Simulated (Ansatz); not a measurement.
# MgH radical: basis-set convergence

How large a basis does MgH radical need? Two functionals are run in growing sets.

Computed with Ansatz 0.2.0, Gaussian basis. Level: one geometry, several basis sets.

Levels to be run: PBE0-D4/def2-SVP; ωB97M-V/def2-SVP; PBE0-D4/def2-QZVPP; ωB97M-V/def2-QZVPP; the functionals' def2-TZVPP values are taken from earlier runs.

### Step 1. Structure used throughout

All runs share one geometry, relaxed beforehand with PBE0-D4 in a triple-zeta def2 set.

SMILES `[MgH]`, 2 atoms, charge 0, spin multiplicity 2.

Atoms are counted from 1 here; the program's logs count them from 0.

Bond lengths: Mg1–H2 1.743 Å.

Geometry (Å):

```xyz
2

Mg   -0.7276    0.2136   -0.3835
H     0.7571   -0.2738    0.3875
```

### Step 2. PBE0-D4 in def2-SVP

in.yaml reads:

```yaml
crystal:
  periodic: [false, false, false]
  atoms:
    - {symbol: Mg, position_ang: [-0.727587, 0.213630, -0.383549]}
    - {symbol: H, position_ang: [0.757087, -0.273830, 0.387549]}
basis:
  gaussian: {orbitals: def2-SVP}
magnetization: {spin_polarized: true, initial_magnetization: 1}
hamiltonian: {xc: pbe0, dispersion: d4}
output: {orbitals: {seedname: orbitals}}
```

The run is started by

```sh
ansatz run in.yaml --threads 2 --pin off --events-out ev --progress --plain --max-ram 32768MiB --backend cpu
```

The runs that follow: ωB97M-V in def2-SVP; PBE0-D4 in def2-QZVPP; ωB97M-V in def2-QZVPP.

Before running them: what should the planned runs give, taken together? Wanted: PBE0-D4: double and triple zeta above quadruple; ωB97M-V: double and triple zeta above quadruple.

The runs gave:

```
                                       quantity          value
PBE0-D4: double and triple zeta above quadruple  2.21, 0.24 eV
ωB97M-V: double and triple zeta above quadruple  2.20, 0.24 eV
```

In words: PBE0-D4 gains 1.97 eV from double to triple zeta, then 0.24 eV more. These are total energies; as a rule much of such shifts cancels in differences, which this series doesn't test.
